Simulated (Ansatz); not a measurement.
A structure relaxed at PBE0-D4/def2-TZVP, charge 0, multiplicity 1:

Cartesian coordinates in Å:
```
B -0.686 -0.319 0.817
Al 0.617 0.287 -0.734
H -0.501 -0.040 1.970
H -1.675 -0.971 0.620
H 0.399 1.670 -1.496
H 1.846 -0.626 -1.177
```

(1) Give its formula and SMILES.

(2) Point group (tolerance 0.08 Å, 0.16 Å for H)?

(3) Summarise the bond lengths by kind.

## Answers

(1) AlBH4, `[BH2][AlH2]`.

(2) C2v.

(3) 1 × Al–B 2.115 Å; 2 × B–H 1.201 Å; 2 × Al–H 1.594 Å.

Results of the Gaussian-basis code of Ansatz.
